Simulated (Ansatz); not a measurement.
in.yaml

```yaml
crystal:
  periodic: [false, false, false]
  atoms:
    - {symbol: Ga, position_ang: [0.059132, -0.174778, 1.163021]}
    - {symbol: P, position_ang: [-0.105742, 1.073602, -0.866221]}
    - {symbol: P, position_ang: [-0.029122, -0.698914, -1.835588]}
    - {symbol: H, position_ang: [0.053987, 0.576000, 2.575419]}
basis:
  gaussian: {orbitals: cc-pVDZ}
magnetization: {spin_polarized: true, initial_magnetization: 2}
correlation: {method: ccsd_t, electrons: outside_noble_gas}
```

```sh
$ ansatz run in.yaml --threads 1 --pin off --events-out ev --progress --plain --max-ram 2393MiB
```

Output:

```
752 factors; integrals over basis functions are off by at most 8.7e-4 eV
mean field evaluation 1: about -70890.8259 eV, gradient 7.5e0 eV
mean field evaluation 2: about -70890.8358 eV, gradient 7.5e0 eV
mean field evaluation 4: about -70891.8275 eV, gradient 1.5e0 eV
mean field evaluation 8: about -70891.9190 eV, gradient 4.3e-1 eV
mean field evaluation 16: about -70892.1077 eV, gradient 2.5e-6 eV
mean field evaluation 32: about -70891.8793 eV, gradient 1.0e-2 eV
mean field evaluation 64: about -70891.9500 eV, gradient 1.3e0 eV
mean field evaluation 96: about -70890.5914 eV, gradient 1.6e-1 eV
mean field evaluation 128: about -70891.0598 eV, gradient 5.0e-3 eV
mean field evaluation 160: about -70890.2641 eV, gradient 1.9e0 eV
mean field evaluation 192: about -70890.4404 eV, gradient 3.2e-1 eV
mean field evaluation 224: about -70890.6267 eV, gradient 8.4e-3 eV
mean field evaluation 256: about -70890.8189 eV, gradient 3.6e-1 eV
mean field evaluation 288: about -70889.0794 eV, gradient 6.8e-4 eV
mean field evaluation 320: about -70890.2356 eV, gradient 3.9e-3 eV
mean field evaluation 352: about -70888.0394 eV, gradient 1.6e0 eV
mean field evaluation 384: about -70890.2426 eV, gradient 3.7e-1 eV
mean field evaluation 416: about -70889.3225 eV, gradient 6.0e0 eV
mean field evaluation 448: about -70888.1500 eV, gradient 9.9e-1 eV
mean field -70892.10767649 eV, -2605.2369047145 hartree, gradient 8.5e-6 eV, S^2 2.474762; 14 other end points of the search recorded, 0 dependent functions left out
determinant -70892.10767649 eV, -2605.2369047145 hartree, with singles and doubles -70899.85506033 eV, -2605.5216158194 hartree
determinant -70891.90192392 eV, -2605.2293434469 hartree, with singles and doubles -70899.84140514 eV, -2605.5211140003 hartree
determinant -70891.05983631 eV, -2605.1983972982 hartree, with singles and doubles -70899.01551960 eV, -2605.4907632666 hartree
determinant -70890.91774749 eV, -2605.1931756305 hartree, with singles and doubles -70898.87036315 eV, -2605.4854288654 hartree
determinant -70890.62700577 eV, -2605.1824910693 hartree, with singles and doubles -70897.60339110 eV, -2605.4388685014 hartree
determinant -70890.23560523 eV, -2605.1681073646 hartree, with singles and doubles -70897.24222142 eV, -2605.4255957605 hartree
determinant -70889.07944007 eV, -2605.1256190789 hartree, with singles and doubles -70896.66991378 eV, -2605.4045638425 hartree
determinant -70892.10767649 eV, -2605.2369047145 hartree, with singles and doubles -70899.86835547 eV, -2605.5221044066 hartree
determinant -70891.90192392 eV, -2605.2293434469 hartree, with singles and doubles -70899.85517058 eV, -2605.5216198710 hartree
mean field evaluation 480: about -70891.8908 eV, gradient 3.7e-2 eV
24 core orbitals not correlated: weight in the atoms' cores, before any rotation towards them, 0.999 or more for the frozen orbitals, at most 0.001 for the correlated occupied ones
reference -70891.90192392 eV, -2605.2293434469 hartree; 8, 6 occupied and 36, 38 virtual orbitals, 752 factors
second order -6.63091651 eV of doubles, -0.00000000 eV of singles
cycle   1  -7.95324652 eV  change    1.5e-7 eV  update   5.3e-6
perturbative correction -0.41440766 eV, -0.0152292005 hartree
Total energy: -70900.26957809 eV, -2605.5368490660 hartree
```

For the same geometry and basis UCCSDT(Q) lies 104.9 meV lower.

Ran on 1 thread of Arm Neoverse V2, shared host: 43 s wall, 0.18 GiB peak host memory.
